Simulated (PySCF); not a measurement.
# First-order multiplets

Geometry:
```
atom   x (Å)   y (Å)   z (Å)
  C1   1.487  -0.752  -0.309
  C2   0.747   0.318   0.497
  C3  -0.606   0.595  -0.118
  C4  -1.718  -0.310   0.307
  N5  -0.857   1.500  -0.956
  H6   2.476  -0.926   0.111
  H7   0.939  -1.691  -0.297
  H8   1.601  -0.435  -1.344
  H9   1.341   1.236   0.502
 H10   0.625  -0.021   1.528
 H11  -1.435  -1.350   0.160
 H12  -1.924  -0.164   1.367
 H13  -2.613  -0.090  -0.266
 H14  -0.064   2.090  -1.205
```

PySCF 2.14 calculation with GFN2-xTB structure, J couplings at B3LYP/pcJ-1 (spin–dipole term only in couplings to heteroatoms) and shieldings: GIAO PBE0/pcSseg-1; gas phase, one conformer, non-relativistic Hamiltonian, averaged over atoms made equivalent by symmetry, fast rotation or ring inversion.

Scale: 1H, 13C vs TMS (reference shieldings calculated alike).

Spectrometer: 600 MHz for 1H. First-order analysis; couplings under 1 Hz (under 4 Hz in carbon signals) are ignored, and nearly equal couplings are merged; the smaller ones broaden or split the lines further.

Problem. What pattern does H6/H7/H8 show (1H)?

Solution. A triplet at δ 1.16: 8.3 Hz to H9/H10 (2 × 1H, 3 bonds away). Lines in Hz from the centre (relative intensity): +8.3 (1), +0.0 (2), -8.3 (1). The outer lines are 16.6 Hz apart, the sum of the couplings kept, or 0.028 ppm at this field.

Problem. What pattern does C4 show in the proton-coupled 13C spectrum?

Solution. A quartet at δ 27.4: 132.5 Hz to H11/H12/H13 (3 × 1H, 1 bond away). Lines in Hz from the centre (relative intensity): +198.8 (1), +66.2 (3), -66.2 (3), -198.8 (1). The outer lines are 397.5 Hz apart, the sum of the couplings kept, or 2.635 ppm at this field.

Problem. What pattern does H9/H10 show (1H)?

Solution. A quartet at δ 2.01: 8.3 Hz to H6/H7/H8 (3 × 1H, 3 bonds away). Lines in Hz from the centre (relative intensity): +12.4 (1), +4.2 (3), -4.2 (3), -12.4 (1). The outer lines are 24.9 Hz apart, the sum of the couplings kept, or 0.041 ppm at this field.

Problem. What pattern does C3 show in the proton-coupled 13C spectrum?

Solution. A quartet of sextets at δ 184.4: 6.3 Hz to H11/H12/H13 (3 × 1H, 2 bonds away), 4.6 Hz to H6/H7/H8 and H9/H10 (5 × 1H, 2 or 3 bonds away). Lines in Hz from the centre (relative intensity): +20.9 (1), +16.4 (5), +14.7 (3), +11.8 (10), +10.1 (15), +8.3 (3), +7.2 (10), +5.5 (30), +3.8 (15), +2.5 (5), +2.0 (1), +0.8 (30), -0.8 (30), -2.0 (1), -2.5 (5), -3.8 (15), -5.5 (30), -7.2 (10), -8.3 (3), -10.1 (15), -11.8 (10), -14.7 (3), -16.4 (5), -20.9 (1). The outer lines are 41.9 Hz apart, the sum of the couplings kept, or 0.278 ppm at this field.

The OH or NH signal is concentration- and solvent-dependent in practice; the value given is the gas-phase one. Unscaled 3J(H,H) at this level run about 10 % above measured values.
